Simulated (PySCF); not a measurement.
A side-by-side comparison of computed properties.

First species: 1-phenylethanol, C8H10O.
SMILES: `C[C@@H](O)c1ccccc1`

Second species: BGeH₆N.
Z-matrix (Å and degrees, PBE0-D3(BJ)/def2-SVP geometry), rows numbered from 1:
```
B 
N   1  1.3966
Ge  2  1.8560  1  126.59
H   1  1.2122  2  119.37  3    -0.21
H   1  1.2116  2  119.56  3   179.84
H   2  1.0159  1  117.37  3  -179.85
H   3  1.5405  2  108.83  1   125.56
H   3  1.5320  2  106.54  1     5.23
H   3  1.5405  2  109.47  1  -115.24
```

Levels: CAM-B3LYP/def2-SVPD for dipole moment, HOMO energy, LUMO energy, HOMO–LUMO gap, static isotropic polarisability and electronic spatial extent ⟨r²⟩ about the centre of nuclear charge; TDDFT CAM-B3LYP/def2-SVPD for lowest singlet excitation; TDA CAM-B3LYP/def2-SVPD for lowest triplet excitation (Tamm–Dancoff); ΔSCF CAM-B3LYP/def2-SVPD for vertical ionisation energy; PBE0-D3(BJ)/def2-SVP for rotational constant A and rotational constant C. Geometries: PBE0-D3(BJ)/def2-SVP. Each species is one conformer at its optimised geometry, gas phase, non-relativistic unless stated; the electronic structure was computed with PySCF and density fitting.

The conformers computed, where there is a choice (atom-mapped SMILES and torsion angles):
- `[CH3:1][C@@H:2]([OH:3])[c:4]1[cH:5][cH:6][cH:7][cH:8][cH:9]1`: C1–C2–C4–C5 34°, H–O3–C2–C1 65°

Question: Which has the higher static isotropic polarisability?

Answer: The first: 96.6 au against 55.2 au, a difference of 41.4 au.

Question: Which of the two has the higher vertical ionisation energy, and by how much?

Answer: The second: 10.55 eV against 9.00 eV, a difference of 1.55 eV.

Question: Which has the higher rotational constant A?

Answer: The second: 32.188 GHz against 3.458 GHz, a difference of 28.730 GHz.

Question: Which of the two has the higher T1 energy, and by how much?

Answer: The second: 6.03 eV against 4.06 eV, a difference of 1.97 eV.

Question: Which has the higher LUMO energy?

Answer: The second: 0.83 eV against 0.65 eV, a difference of 0.18 eV.

Question: Which has the higher HOMO energy?

Answer: The first: -8.35 eV against -9.72 eV, a difference of 1.37 eV.

Question: Which has the higher rotational constant C?

Answer: The second: 3.648 GHz against 0.910 GHz, a difference of 2.738 GHz.

Question: Which has the higher HOMO–LUMO gap?

Answer: The second: 10.55 eV against 9.00 eV, a difference of 1.55 eV.

On the first: The polarisability is 14.31 Å³ as a volume (1 au = 0.148185 Å³), or 1.46 au for each of the 66 electrons.

On the second: The principal polarisabilities are 46.9, 52.2 and 66.6 au; their mean is the isotropic value. The ΔSCF ionisation energy exceeds −ε(HOMO) by 0.83 eV with CAM-B3LYP. Relativistic effects, spin–orbit coupling among them, are left out although an element past zinc is present.
